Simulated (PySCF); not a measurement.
# Core binding energy against partial charge

3-fluoropropenenitrile, C₃H₂FN.
Numbering: `[N:1]#[C:2]/[CH:3]=[CH:4]/[F:5]`

Binding energies: delta-SCF UKS SCAN, pcX-2 on the ionised atom, pcseg-1 elsewhere, spin-free X2C in PySCF. Charges: PBE0/pcSseg-1 ground-state density, for the ionised atom.

```csv
atom,environment,C 1s (eV),Mulliken (e),IAO (e),Hirshfeld (e),ESP (e)
C3,alkene CH carbon,292.50,-0.227,-0.252,-0.056,-0.443
C2,nitrile carbon,292.71,+0.097,+0.135,+0.073,+0.431
C4,vinylic C–F carbon,294.20,+0.294,+0.210,+0.092,+0.162
```

Question: How well does each charge scheme correlate with the binding energies over these sites?

Answer: Mulliken: r = 0.85, slope 3.0 eV per e; IAO: r = 0.71, slope 2.6 eV per e; Hirshfeld: r = 0.69, slope 7.9 eV per e; ESP: r = 0.33, slope 0.7 eV per e. Mulliken charges have the highest r, on only 3 points.

Question: The point-charge model writes a binding energy as kq + V + constant, with V the potential of the other atoms' charges at the site. What does it give with the Hirshfeld charges?

Answer: V = Σ 14.40 eV Å × q/r over all other atoms: +1.75 eV at C3, -1.94 eV at C2, -0.05 eV at C4. Fitting binding energy − V to q gives k = 26.1 eV per e and leaves an rms residual of 0.37 eV, against 0.55 eV for the fit on q alone. The model has no term for differences in relaxation between sites.

Isolated species at its PBE0-D3(BJ)/def2-SVP geometry, gas phase.
